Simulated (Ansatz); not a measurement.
# SiH₃ (doublet): PBE-QIDH, RPA-PBE over a scan of the scale of all distances, 6-31G, part 2 of 2

Ansatz 0.2.0, Gaussian basis; 6-31G, all electrons in the functionals, frozen cores in the correlation of double hybrids and RPA. The steps go on from the part before.

**11. RPA-PBE, 1.000**

The input, in.yaml:

```yaml
crystal:
  periodic: [false, false, false]
  atoms:
    - {symbol: Si, position_ang: [0.000090, -0.000062, -0.043737]}
    - {symbol: H, position_ang: [1.415348, 0.014593, 0.409118]}
    - {symbol: H, position_ang: [-0.721058, 1.220018, 0.403029]}
    - {symbol: H, position_ang: [-0.696788, -1.232882, 0.406559]}
basis:
  gaussian: {orbitals: 6-31G}
magnetization: {spin_polarized: true, initial_magnetization: 1}
hamiltonian: {xc: {name: PBE}}
correlation: {method: rpa, electrons: outside_noble_gas}
```

Launch:

```sh
$ ansatz run in.yaml --threads 1 --pin off --events-out ev --progress --plain --max-ram 2393MiB
```

Standard output:

```text
Functional definition: PBE
  name "PBE"
  cite "Perdew, Burke & Ernzerhof, Phys. Rev. Lett. 77, 3865 (1996) doi:10.1103/PhysRevLett.77.3865"
  parent pbe
  parameter kappa = 0.804
  parameter beta = 0.06672455060314922
  exchange = pbe_x(kappa = kappa, mu = beta*pi^2/3)
  correlation = pbe_c(beta = beta)
236 factors; integrals over basis functions are off by at most 1.8e-4 eV
mean field evaluation 1: about -7918.9073 eV, gradient 5.4e0 eV
mean field evaluation 2: about -7918.9006 eV, gradient 5.4e0 eV
mean field evaluation 4: about -7919.1867 eV, gradient 2.2e-1 eV
mean field evaluation 8: about -7919.1871 eV, gradient 2.3e-3 eV
mean field -7919.18707006 eV, -291.0247570069 hartree, gradient 1.8e-6 eV, S^2 0.751713; 0 other end points of the search recorded, 0 dependent functions left out
5 core orbitals not correlated: weight in the atoms' cores, before any rotation towards them, 1.000 or more for the frozen orbitals, at most 0.000 for the correlated occupied ones
reference -7906.51855524 eV, -290.5591976744 hartree; 4, 3 occupied and 10, 11 virtual orbitals, 236 factors
Total energy: -7909.69932597 eV, -290.6760888427 hartree
```

Wall time 0.42 s (1 thread of Arm Neoverse V2, shared host).

From the report: ⟨S²⟩ of the determinant 0.752 (pure doublet: 0.75).

**12. RPA-PBE, 1.099**

The input, in.yaml:

```yaml
crystal:
  periodic: [false, false, false]
  atoms:
    - {symbol: Si, position_ang: [0.000099, -0.000068, -0.048067]}
    - {symbol: H, position_ang: [1.555468, 0.016038, 0.449620]}
    - {symbol: H, position_ang: [-0.792443, 1.340800, 0.442929]}
    - {symbol: H, position_ang: [-0.765770, -1.354937, 0.446808]}
basis:
  gaussian: {orbitals: 6-31G}
magnetization: {spin_polarized: true, initial_magnetization: 1}
hamiltonian: {xc: {name: PBE}}
correlation: {method: rpa, electrons: outside_noble_gas}
```

Same command.

Standard output:

```text
Functional definition: PBE
  name "PBE"
  cite "Perdew, Burke & Ernzerhof, Phys. Rev. Lett. 77, 3865 (1996) doi:10.1103/PhysRevLett.77.3865"
  parent pbe
  parameter kappa = 0.804
  parameter beta = 0.06672455060314922
  exchange = pbe_x(kappa = kappa, mu = beta*pi^2/3)
  correlation = pbe_c(beta = beta)
236 factors; integrals over basis functions are off by at most 2.1e-4 eV
mean field evaluation 1: about -7918.7566 eV, gradient 4.2e0 eV
mean field evaluation 2: about -7918.7514 eV, gradient 4.2e0 eV
mean field evaluation 4: about -7918.9351 eV, gradient 3.6e-1 eV
mean field evaluation 8: about -7918.9364 eV, gradient 2.6e-3 eV
mean field -7918.93636638 eV, -291.0155438165 hartree, gradient 7.6e-7 eV, S^2 0.751560; 0 other end points of the search recorded, 0 dependent functions left out
5 core orbitals not correlated: weight in the atoms' cores, before any rotation towards them, 1.000 or more for the frozen orbitals, at most 0.000 for the correlated occupied ones
reference -7906.04049864 eV, -290.5416294183 hartree; 4, 3 occupied and 10, 11 virtual orbitals, 236 factors
Total energy: -7909.51401623 eV, -290.6692788352 hartree
```

Wall time 0.42 s (1 thread of Arm Neoverse V2, shared host).

From the report: ⟨S²⟩ of the determinant 0.752 (pure doublet: 0.75).

From 1.000: +0.185 eV.

**13. RPA-PBE, 1.321**

The input, in.yaml:

```yaml
crystal:
  periodic: [false, false, false]
  atoms:
    - {symbol: Si, position_ang: [0.000118, -0.000082, -0.057777]}
    - {symbol: H, position_ang: [1.869675, 0.019277, 0.540444]}
    - {symbol: H, position_ang: [-0.952518, 1.611644, 0.532401]}
    - {symbol: H, position_ang: [-0.920457, -1.628637, 0.537064]}
basis:
  gaussian: {orbitals: 6-31G}
magnetization: {spin_polarized: true, initial_magnetization: 1}
hamiltonian: {xc: {name: PBE}}
correlation: {method: rpa, electrons: outside_noble_gas}
```

Same command.

Standard output:

```text
Functional definition: PBE
  name "PBE"
  cite "Perdew, Burke & Ernzerhof, Phys. Rev. Lett. 77, 3865 (1996) doi:10.1103/PhysRevLett.77.3865"
  parent pbe
  parameter kappa = 0.804
  parameter beta = 0.06672455060314922
  exchange = pbe_x(kappa = kappa, mu = beta*pi^2/3)
  correlation = pbe_c(beta = beta)
236 factors; integrals over basis functions are off by at most 2.1e-4 eV
mean field evaluation 1: about -7916.5144 eV, gradient 4.1e0 eV
mean field evaluation 2: about -7916.5111 eV, gradient 4.1e0 eV
mean field evaluation 4: about -7916.7109 eV, gradient 8.1e-1 eV
mean field evaluation 8: about -7916.7176 eV, gradient 5.0e-3 eV
mean field -7916.71763704 eV, -290.9340070173 hartree, gradient 3.3e-6 eV, S^2 0.750484; 0 other end points of the search recorded, 0 dependent functions left out
5 core orbitals not correlated: weight in the atoms' cores, before any rotation towards them, 1.000 or more for the frozen orbitals, at most 0.000 for the correlated occupied ones
reference -7903.08790118 eV, -290.4331234629 hartree; 4, 3 occupied and 10, 11 virtual orbitals, 236 factors
Total energy: -7907.43703294 eV, -290.5929511070 hartree
```

It took 0.42 s on 1 thread of Arm Neoverse V2, shared host.

From the report: ⟨S²⟩ of the determinant 0.750 (pure doublet: 0.75).

From 1.000: +2.262 eV.

**14. RPA-PBE, 1.492**

The input, in.yaml:

```yaml
crystal:
  periodic: [false, false, false]
  atoms:
    - {symbol: Si, position_ang: [0.000134, -0.000093, -0.065256]}
    - {symbol: H, position_ang: [2.111700, 0.021773, 0.610403]}
    - {symbol: H, position_ang: [-1.075819, 1.820267, 0.601319]}
    - {symbol: H, position_ang: [-1.039608, -1.839459, 0.606586]}
basis:
  gaussian: {orbitals: 6-31G}
magnetization: {spin_polarized: true, initial_magnetization: 1}
hamiltonian: {xc: {name: PBE}}
correlation: {method: rpa, electrons: outside_noble_gas}
```

Launched as before.

Standard output:

```text
Functional definition: PBE
  name "PBE"
  cite "Perdew, Burke & Ernzerhof, Phys. Rev. Lett. 77, 3865 (1996) doi:10.1103/PhysRevLett.77.3865"
  parent pbe
  parameter kappa = 0.804
  parameter beta = 0.06672455060314922
  exchange = pbe_x(kappa = kappa, mu = beta*pi^2/3)
  correlation = pbe_c(beta = beta)
236 factors; integrals over basis functions are off by at most 1.8e-4 eV
mean field evaluation 1: about -7914.3001 eV, gradient 6.3e0 eV
mean field evaluation 2: about -7914.2991 eV, gradient 6.3e0 eV
mean field evaluation 4: about -7914.7949 eV, gradient 5.9e-1 eV
mean field evaluation 8: about -7914.7997 eV, gradient 1.9e-2 eV
mean field evaluation 16: about -7913.6591 eV, gradient 4.8e0 eV
mean field -7914.79972481 eV, -290.8635250430 hartree, gradient 1.7e-6 eV, S^2 0.757130; 2 other end points of the search recorded, 0 dependent functions left out
5 core orbitals not correlated: weight in the atoms' cores, before any rotation towards them, 1.000 or more for the frozen orbitals, at most 0.000 for the correlated occupied ones
reference -7900.56701630 eV, -290.3404826522 hartree; 4, 3 occupied and 10, 11 virtual orbitals, 236 factors
Total energy: -7905.68384129 eV, -290.5285225026 hartree
```

Wall time 0.51 s (1 thread of Arm Neoverse V2, shared host).

From the report: ⟨S²⟩ of the determinant 0.757 (pure doublet: 0.75).

From 1.000: +4.015 eV.

**15. RPA-PBE, 1.720**

The input, in.yaml:

```yaml
crystal:
  periodic: [false, false, false]
  atoms:
    - {symbol: Si, position_ang: [0.000154, -0.000107, -0.075228]}
    - {symbol: H, position_ang: [2.434399, 0.025100, 0.703682]}
    - {symbol: H, position_ang: [-1.240220, 2.098431, 0.693209]}
    - {symbol: H, position_ang: [-1.198475, -2.120556, 0.699282]}
basis:
  gaussian: {orbitals: 6-31G}
magnetization: {spin_polarized: true, initial_magnetization: 1}
hamiltonian: {xc: {name: PBE}}
correlation: {method: rpa, electrons: outside_noble_gas}
```

Launched as before.

Standard output:

```text
Functional definition: PBE
  name "PBE"
  cite "Perdew, Burke & Ernzerhof, Phys. Rev. Lett. 77, 3865 (1996) doi:10.1103/PhysRevLett.77.3865"
  parent pbe
  parameter kappa = 0.804
  parameter beta = 0.06672455060314922
  exchange = pbe_x(kappa = kappa, mu = beta*pi^2/3)
  correlation = pbe_c(beta = beta)
236 factors; integrals over basis functions are off by at most 1.2e-4 eV
mean field evaluation 1: about -7911.2638 eV, gradient 9.8e0 eV
mean field evaluation 2: about -7911.2635 eV, gradient 9.8e0 eV
mean field evaluation 4: about -7912.5086 eV, gradient 3.3e0 eV
mean field evaluation 8: about -7912.6807 eV, gradient 2.5e-1 eV
mean field evaluation 16: about -7912.6843 eV, gradient 2.4e-4 eV
mean field evaluation 32: about -7912.6839 eV, gradient 7.4e-2 eV
mean field evaluation 64: about -7911.7989 eV, gradient 4.4e-1 eV
mean field evaluation 96: about -7912.2846 eV, gradient 1.6e0 eV
mean field evaluation 128: about -7909.5051 eV, gradient 6.7e0 eV
mean field evaluation 160: about -7912.6843 eV, gradient 9.4e-7 eV
mean field -7912.68428638 eV, -290.7857841144 hartree, gradient 9.4e-7 eV, S^2 0.879167; 11 other end points of the search recorded, 0 dependent functions left out
5 core orbitals not correlated: weight in the atoms' cores, before any rotation towards them, 1.000 or more for the frozen orbitals, at most 0.000 for the correlated occupied ones
reference -7898.31714502 eV, -290.2578014080 hartree; 4, 3 occupied and 10, 11 virtual orbitals, 236 factors
Total energy: -7903.82629738 eV, -290.4602590228 hartree
```

Run time: 2.6 s. Hardware: 1 thread of Arm Neoverse V2, shared host.

From the report: ⟨S²⟩ of the determinant 0.879 (pure doublet: 0.75).

From 1.000: +5.873 eV.

**16. RPA-PBE, 1.994**

The input, in.yaml:

```yaml
crystal:
  periodic: [false, false, false]
  atoms:
    - {symbol: Si, position_ang: [0.000179, -0.000124, -0.087212]}
    - {symbol: H, position_ang: [2.822204, 0.029098, 0.815780]}
    - {symbol: H, position_ang: [-1.437790, 2.432716, 0.803639]}
    - {symbol: H, position_ang: [-1.389395, -2.458366, 0.810679]}
basis:
  gaussian: {orbitals: 6-31G}
magnetization: {spin_polarized: true, initial_magnetization: 1}
hamiltonian: {xc: {name: PBE}}
correlation: {method: rpa, electrons: outside_noble_gas}
```

The command is unchanged.

Standard output:

```text
Functional definition: PBE
  name "PBE"
  cite "Perdew, Burke & Ernzerhof, Phys. Rev. Lett. 77, 3865 (1996) doi:10.1103/PhysRevLett.77.3865"
  parent pbe
  parameter kappa = 0.804
  parameter beta = 0.06672455060314922
  exchange = pbe_x(kappa = kappa, mu = beta*pi^2/3)
  correlation = pbe_c(beta = beta)
236 factors; integrals over basis functions are off by at most 2.4e-4 eV
mean field evaluation 1: about -7907.2741 eV, gradient 1.4e1 eV
mean field evaluation 2: about -7907.2729 eV, gradient 1.4e1 eV
mean field evaluation 4: about -7904.7373 eV, gradient 2.1e1 eV
mean field evaluation 8: about -7907.7179 eV, gradient 1.5e1 eV
mean field evaluation 16: about -7911.1332 eV, gradient 1.1e-3 eV
mean field evaluation 32: about -7911.1332 eV, gradient 8.7e-4 eV
mean field evaluation 64: about -7904.6563 eV, gradient 1.2e1 eV
mean field evaluation 96: about -7911.1332 eV, gradient 7.7e-7 eV
mean field evaluation 128: about -7910.7553 eV, gradient 1.9e0 eV
mean field evaluation 160: about -7910.9486 eV, gradient 2.1e-1 eV
mean field evaluation 192: about -7892.2497 eV, gradient 2.0e1 eV
mean field -7911.13320379 eV, -290.7287828808 hartree, gradient 4.3e-6 eV, S^2 1.746147; 15 other end points of the search recorded, 0 dependent functions left out
5 core orbitals not correlated: weight in the atoms' cores, before any rotation towards them, 1.000 or more for the frozen orbitals, at most 0.000 for the correlated occupied ones
reference -7898.96731169 eV, -290.2816945921 hartree; 4, 3 occupied and 10, 11 virtual orbitals, 236 factors
Total energy: -7902.45334088 eV, -290.4098038021 hartree
```

Wall time 3 s (1 thread of Arm Neoverse V2, shared host).

From the report: ⟨S²⟩ of the determinant 1.746 (pure doublet: 0.75). The determinant is far from a pure spin state, so its energy mixes those of several spin states (harmless only where they are near-degenerate, as at dissociation).

From 1.000: +7.246 eV.

**17. RPA-PBE, 2.400**

The input, in.yaml:

```yaml
crystal:
  periodic: [false, false, false]
  atoms:
    - {symbol: Si, position_ang: [0.000215, -0.000149, -0.104969]}
    - {symbol: H, position_ang: [3.396836, 0.035023, 0.981882]}
    - {symbol: H, position_ang: [-1.730539, 2.928043, 0.967269]}
    - {symbol: H, position_ang: [-1.672291, -2.958916, 0.975742]}
basis:
  gaussian: {orbitals: 6-31G}
magnetization: {spin_polarized: true, initial_magnetization: 1}
hamiltonian: {xc: {name: PBE}}
correlation: {method: rpa, electrons: outside_noble_gas}
```

The command is unchanged.

Standard output:

```text
Functional definition: PBE
  name "PBE"
  cite "Perdew, Burke & Ernzerhof, Phys. Rev. Lett. 77, 3865 (1996) doi:10.1103/PhysRevLett.77.3865"
  parent pbe
  parameter kappa = 0.804
  parameter beta = 0.06672455060314922
  exchange = pbe_x(kappa = kappa, mu = beta*pi^2/3)
  correlation = pbe_c(beta = beta)
239 factors; integrals over basis functions are off by at most 2.1e-4 eV
mean field evaluation 1: about -7900.9294 eV, gradient 1.6e1 eV
mean field evaluation 2: about -7900.9274 eV, gradient 1.7e1 eV
mean field evaluation 4: about -7866.9163 eV, gradient 3.6e1 eV
mean field evaluation 8: about -7909.8555 eV, gradient 3.3e0 eV
mean field evaluation 16: about -7910.2923 eV, gradient 1.5e0 eV
mean field evaluation 32: about -7910.3432 eV, gradient 6.2e-5 eV
mean field evaluation 64: about -7910.3074 eV, gradient 1.4e-1 eV
mean field evaluation 96: about -7909.7875 eV, gradient 7.6e-2 eV
mean field evaluation 128: about -7909.1105 eV, gradient 4.7e0 eV
mean field evaluation 160: about -7910.2874 eV, gradient 2.1e-2 eV
mean field evaluation 192: about -7910.3069 eV, gradient 1.4e-1 eV
mean field evaluation 224: about -7890.1205 eV, gradient 2.1e1 eV
mean field -7910.34320100 eV, -290.6997508135 hartree, gradient 1.7e-6 eV, S^2 2.541610; 15 other end points of the search recorded, 0 dependent functions left out
5 core orbitals not correlated: weight in the atoms' cores, before any rotation towards them, 1.000 or more for the frozen orbitals, at most 0.000 for the correlated occupied ones
reference -7899.86252728 eV, -290.3145931583 hartree; 4, 3 occupied and 10, 11 virtual orbitals, 239 factors
Total energy: -7902.08487715 eV, -290.3962630098 hartree
```

Run time: 3.9 s. Hardware: 1 thread of Arm Neoverse V2, shared host.

From the report: ⟨S²⟩ of the determinant 2.542 (pure doublet: 0.75). The determinant is far from a pure spin state, so its energy mixes those of several spin states (harmless only where they are near-degenerate, as at dissociation).

From 1.000: +7.614 eV.

**18. The comparison**

The yardstick is full CI for this spin, exact in this basis with these frozen cores. It comes from earlier runs at the same points. Energies in eV, counted from 1.000; blanks weren't run or aren't comparable.

```csv
level,0.887,1.000,1.099,1.321,1.492,1.720,1.994,2.400
FCI,1.284,0.000,0.236,2.399,4.161,5.856,7.021,7.688
PBE-QIDH,1.138,0.000,0.389,3.013,5.293,7.111,7.975,8.373
RPA-PBE,1.341,0.000,0.185,2.262,4.015,5.873,7.246,7.614
```

Largest miss and mean time a point (FCI took 3.2 s a point; shared hosts):

```csv
level,largest miss (eV),where,time a point
PBE-QIDH,+1.256,1.720,1.7 s
RPA-PBE,+0.225,1.994,1.5 s
```

**19. Summary of results**

The summary covers parts 1 to 2.

| quantity | value |
| --- | --- |
| span of the FCI curve | 7.688 eV |
| largest miss, PBE-QIDH | +1.256 eV (1.720) |
| largest miss, RPA-PBE | +0.225 eV (1.994) |

In words: Of the functionals, RPA-PBE keep the smallest largest miss at the points compared (at most 0.225 eV) and PBE-QIDH strays most (1.256 eV, at 1.720). PBE-QIDH, RPA-PBE clearly break the spin symmetry at some points (⟨S²⟩ up to 1.92 above the pure value), so energy there is bought with a mixed spin. Functionals and the yardstick converge differently with the basis, so part of each miss in 6-31G is the basis.
